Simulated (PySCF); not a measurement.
Isomers of C6H10. Computed with PBE0-D3(BJ)/def2-SVP geometry optimisation, gas phase (PySCF 2.14.0). One conformer each; no zero-point energy, no entropy. No frequencies were run at this level. Point groups hold within 0.08 Å.

Question: Rank from lowest to highest electronic energy at this level (kcal/mol).
A. `[CH2:1]1[CH2:2][C@@H:3]2[CH2:4][C@@H:5]2[CH2:6]1` with C6–C1–C2–C3 30°, C1–C2–C3–C4 46°, C2–C3–C4–C5 -96°, C3–C4–C5–C6 96°
B. `[CH2:1]=[C:2]1[CH2:3][CH2:4][CH2:5][CH2:6]1` with C1–C2–C3–C4 167°, C2–C3–C4–C5 32°, C3–C4–C5–C6 -40°, C4–C5–C6–C2 32° (methylenecyclopentane)
C. `[CH:1]1=[CH:2][CH2:3][CH2:4][CH2:5][CH2:6]1` with C1–C2–C3–C4 14°, C2–C3–C4–C5 -44°, C3–C4–C5–C6 60°, C4–C5–C6–C1 -44°

Answer: C (0.0), B (5.5), A (5.9).

As drawn, the lowest has a C=C bond outside aromatic rings, which the highest lacks; the highest has a three-membered ring, which the lowest lacks. Neighbours under 2.5 kcal/mol apart (C=C1CCCC1 and C1C[C@@H]2C[C@@H]2C1) can change places with a better method, another conformer or zero-point energy.

```json
{"SMILES": "C1=CCCCC1", "E (Eh)": "-234.20669", "E rel (kcal/mol)": "0.0", "dipole (D)": "0.29", "point group": "C2", "A, B, C (MHz)": "4757, 4562, 2564"}
{"SMILES": "C=C1CCCC1", "E (Eh)": "-234.19800", "E rel (kcal/mol)": "5.5", "dipole (D)": "0.60", "point group": "C2", "A, B, C (MHz)": "6545, 3262, 2355"}
{"SMILES": "C1C[C@@H]2C[C@@H]2C1", "E (Eh)": "-234.19735", "E rel (kcal/mol)": "5.9", "dipole (D)": "0.19", "point group": "Cs", "A, B, C (MHz)": "5587, 4258, 3142"}
```

How do the relative energies change in single points at PBE0/pcSseg-1 (no added dispersion term) on the same geometries?

```tsv
SMILES	PBE0-D3(BJ)/def2-SVP (kcal/mol)	PBE0/pcSseg-1 (kcal/mol)	shift
C1=CCCCC1	0.0	0.0	0.0
C=C1CCCC1	5.5	4.8	-0.7
C1C[C@@H]2C[C@@H]2C1	5.9	6.9	+1.0
```

Each column counts from its own lowest isomer. The order is unchanged; the largest shift is 1.0 kcal/mol.

As an exercise, what shares would exp(−E/RT) give at 2000 K from these electronic energies alone (no entropy, no degeneracies)?

RT = 3.974 kcal/mol: C1=CCCCC1 67.4 %, C=C1CCCC1 17.1 %, C1C[C@@H]2C[C@@H]2C1 15.5 %.
